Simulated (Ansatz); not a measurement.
# BSi₂H+ (doublet): the correlation ladder, cc-pVTZ

An exercise on one series of results from a longer session: the logs are not shown, and one member is left open.

The runs use Ansatz 0.2.0, Gaussian basis; cc-pVTZ, core rule «outside noble gas», up to 11 orbitals frozen.

The runs, in order: UHF; CCSD(T) on ROHF; CCSD(T) on UHF; BCCD(T) on ROHF; CCSDT(Q) on ROHF; CCSDT(Q) on UHF.

3 further runs of the same task are left out: 3 set aside as unsound or not needed. Runs told in other sessions of the task aren't counted.

### What is computed

The geometry is a PBE0/def2-TZVP stationary point (not a proven minimum) of the parent state, kept for this charge and spin.

4 atoms, charge 1, spin multiplicity 2.

Atoms are counted from 1 here; the program's logs count them from 0.

Bond lengths: Si1–B2 1.836 Å, B2–Si3 1.752 Å, Si3–H4 1.478 Å. Angles: Si1–B2–Si3 180.0°, B2–Si3–H4 180.0°.

Set-up of the first run:

File in.yaml:

```yaml
crystal:
  periodic: [false, false, false]
  atoms:
    - {symbol: Si, position_ang: [0.000000, 0.000000, -2.622600]}
    - {symbol: B, position_ang: [0.000000, 0.000000, -0.786100]}
    - {symbol: Si, position_ang: [0.000000, 0.000000, 0.965500]}
    - {symbol: H, position_ang: [0.000000, 0.000000, 2.443200]}
basis:
  gaussian: {orbitals: cc-pVTZ}
total_charge: 1
magnetization: {spin_polarized: true, initial_magnetization: 1}
hamiltonian: {xc: hf}
output: {orbitals: {seedname: orbitals}}
```

Started as:

```
$ ansatz run in.yaml --threads 1 --pin off --events-out ev --progress --plain --max-ram 3968MiB --backend cpu
```

Steps of the session up to this table: UHF; CCSD(T) on ROHF; CCSD(T) on UHF; BCCD(T) on ROHF; CCSDT(Q) on ROHF; CCSDT(Q) on UHF.

One table of the session follows, with a row left open; its other results are not shown here.

```
   method  from RCCSDT(Q) (kcal/mol)
     ROHF                    +198.95
      UHF                    +191.56
     RMP2                     +37.10
     UMP2                     +48.18
    RCCSD                     +14.65
    UCCSD                          ?
 RCCSD(T)                      +2.63
 UCCSD(T)                      +3.89
  BCCD(T)                      +2.58
   RCCSDT                      +1.28
   UCCSDT                      +1.35
RCCSDT(Q)                          0
UCCSDT(Q)                      -0.27
```

Q: Estimate the row for UCCSD from the others.

The run gave: from RCCSDT(Q) (kcal/mol): +15.35. In the column «from RCCSDT(Q) (kcal/mol)» it lies between RCCSD (+14.65) and RMP2 (+37.10).

Limits of these values: The determinant of HF (⟨S²⟩ 1.56) is far from a pure spin state, so its energy mixes those of several spin states; that is harmless only where they are near-degenerate. The determinant of CCSD(T) (⟨S²⟩ 1.30) is far from a pure spin state, so its energy mixes those of several spin states; high orders of coupled cluster remove much of that, low ones don't. The determinant of CCSDT(Q) (⟨S²⟩ 1.30) is far from a pure spin state, so its energy mixes those of several spin states; high orders of coupled cluster remove much of that, low ones don't. Warnings: spin contamination; coupled cluster took another determinant than the lowest. Restricted and unrestricted rows rest on different reference determinants; a gap between their highest levels can come from leftover correlation error, from unlike frozen cores or from another state.
